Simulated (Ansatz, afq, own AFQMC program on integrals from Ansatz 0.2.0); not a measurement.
# SiH3⁺, singlet in def2-TZVP, levels against CCSDTQ

```yaml
atoms:
  - { symbol: Si, position_ang: [0.0004, 0.0000, -0.0002] }
  - { symbol: H, position_ang: [0.6900, 0.6787, 1.1183] }
  - { symbol: H, position_ang: [-0.1191, -1.4741, -0.0099] }
  - { symbol: H, position_ang: [-0.5713, 0.7955, -1.1082] }
```

Basis def2-TZVP. Only valence electrons are correlated. Ansatz 0.2.0 and our own AFQMC program on the same integrals; the CISD trial comes from CCSD amplitudes, and released means the phaseless constraint is let go. Uncertainties: one standard error, sampling alone.

Determinant: RHF, the one that the program's search chose, which needn't be the lowest solution. The geometry is a PBE0/def2-SVP stationary point of this or a neighbouring charge and spin state.

No full CI on the walks' own integrals is used here; CCSDTQ serves as the reference and is uncertain by about the last step of the cluster series.

```
T1 diagnostic                               : 0.0095
weight of the determinant in the CISD state : 0.934
size of the correlated space                : 6 electrons in 50 orbitals
```

```tsv
level	correlation energy (eV)
MP2	-2.5779
CCSD	-3.2688
CCSD(T)	-3.3251
```

**Question.** Estimate where AFQMC with the constraint released lies against CCSD(T) on the same integrals.

**Answer.** 0.38 ± 0.02 kcal/mol below CCSD(T).

Reference: CCSDTQ, correlation energy -3.341 eV. The released energy is read at 2.40 1/Eh (meV from the phaseless value at times in 1/Eh: -3.2 ± 0.9 at 0.24, -3.4 ± 0.8 at 0.51, -2.9 ± 0.7 at 0.99, -3.8 ± 0.9 at 1.62, -3.1 ± 0.8 at 2.40).

```json
{"level": "CCSD(T)", "E − E(reference) (kcal/mol)": "0.37", "share of correlation (%)": "99.52"}
{"level": "CCSDT", "E − E(reference) (kcal/mol)": "0.04", "share of correlation (%)": "99.95"}
{"level": "CCSDT(Q)", "E − E(reference) (kcal/mol)": "0.01", "share of correlation (%)": "99.99"}
{"level": "ph-AFQMC/CISD", "E − E(reference) (kcal/mol)": "0.06 ± 0.02", "share of correlation (%)": "99.92"}
{"level": "released AFQMC", "E − E(reference) (kcal/mol)": "-0.01 ± 0.02", "share of correlation (%)": "100.01"}
```

CCSDT and higher add their correlation energy to the determinant of the CCSD(T) run, since their own runs factorise the integrals more tightly (a shift of under 2 meV). A walk keeps the symmetry of its determinant, which the program's search chose and which needn't be the lowest solution, so a lower state of the same spin and another symmetry isn't excluded. Released energies are given only where the last usable release times agree within the noise; a slower fall can still hide under it.
